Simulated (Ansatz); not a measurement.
# Relative stability

The two ends of one reaction step of CH$_{3}$S, doublet (PBE0-D4/def2-TZVP).

A:

H1  (-1.201, -1.194, -0.454)
C2  (0.411, 0.393, 0.040)
S3  (-0.800, -0.620, 0.691)
H4  (0.642, 0.403, -1.013)
H5  (0.948, 1.019, 0.736)
(Å)

B:

```
atom    x (Å)    y (Å)    z (Å)
  H1  -0.9512   0.2580  -0.5288
  C2   0.0294   0.1166  -0.0592
  S3  -0.0601  -1.4208   0.8369
  H4   0.7765   0.0820  -0.8530
  H5   0.2053   0.9642   0.6043
```

Program: Ansatz 0.2.0. Basis: def2-TZVPP. Cores are frozen in the correlated methods; orbitals are unrestricted. B3LYP uses VWN-RPA correlation.

(1) Which structure is lower at CCSD(T), and by how much? (To be estimated.)

The T1 diagnostic stays at or below 0.020. ⟨S²⟩ of the unrestricted Hartree–Fock references: 0.76 to 0.77 (a pure state has 0.75).

Results:

(1) Computed: B, by 11.00 kcal/mol (electronic energy, against the other). By their contacts, A is CH₃S ([CH2][SH]) and B is CH₃S ([CH3][S]).

All methods give the same order:

```tsv
method	E(B) − E(A) (kcal/mol)
SPW92	-6.84
PBE-D4	-8.35
BLYP-D4	-9.04
r2SCAN-D4	-7.76
B97M-V	-8.95
PBE0-D4	-9.49
B3LYP-D4	-9.88
r2SCAN0-D4	-8.85
BHLYP-D4	-11.22
CAM-B3LYP-D4	-10.39
wB97X-V	-10.40
wB97M-V	-9.94
B2PLYP	-10.41
PBE-QIDH	-10.49
RPA on PBE	-12.17
HF	-13.62
MP2	-11.52
CCSD	-11.57
CCSD(T)	-11.00
```

Labels in which every atom is bracketed show which atoms are joined, not bond orders.

For scale, one of the runs: CCSD(T)/def2-TZVPP, 115 basis functions, launched by `ansatz run in.yaml --threads 2 --pin off --events-out ev --progress --plain --max-ram 4352MiB`. The run took 12 s on 2 CPU threads of an Arm Neoverse V1 (shared host), with 0.89 GiB of host memory at its peak.
